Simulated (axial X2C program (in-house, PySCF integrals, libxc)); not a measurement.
**Correcting the dissociation energy of SiP⁺ for spin–orbit coupling**

A spin-free CCSD(T) curve (one-electron X2C) was computed with an in-house relativistic program for diatomic molecules, basis P dyall-v3z [8s7p2d1f], Si dyall-v3z [8s7p2d1f] (cores contracted in-house), for the state M_S = 1, Λ = 0 (beyond evenly filled blocks: π+α, π-α). It gives D0 = 2.649 eV to P + Si+, which in a spin-free picture are the weighted means of the ground terms.

Correlated methods: 8 electrons correlated (number of frozen shells: P 2 s, 1 p; Si 2 s, 1 p), 140 virtual spin orbitals or spinors in MP2, 90 natural virtuals in coupled cluster.

Measured levels of the ground terms (NIST Handbook of Basic Atomic Spectroscopic Data), in cm⁻¹: P 4S: J = 3/2 at 0; Si+ 2P: J = 1/2 at 0, J = 3/2 at 287.2.

The molecular state has Λ = 0, so it has no first-order lowering.

(1) How far does each ground level lie under the (2J+1)-weighted mean of its term?

(2) Correct D0.

Second-order spin–orbit effects in the molecule, which grow quickly with Z, are left out. One determinant describes the state; a PBE0 search over occupations chose it and may have missed a lower one. De is counted from the lowest determinant-based energies of the atoms at the same level, without counterpoise correction. Coupled cluster ran in a truncated set of natural virtual spinors; the MP2 energy of the rest was added. (T) has no such correction and the atoms are truncated less, which lowers De at CCSD(T) by a hundredth of an eV or more. Other states lie close and PBE0, whose exact exchange favours high spin, may order them wrongly; the determinant shown need not be the ground state. The nearest other spin-free determinant of the search, M_S = 0, Λ = 2, lies 0.85 eV up at the distance of the search.

Results:

(1) P: a single level, 0; Si+: (2 × 0 + 4 × 287.2)/6 = 191 cm⁻¹.

(2) D0 = 2.649 + (0 − 191)/8065.5 = 2.625 eV at CCSD(T) with these spin–orbit terms.
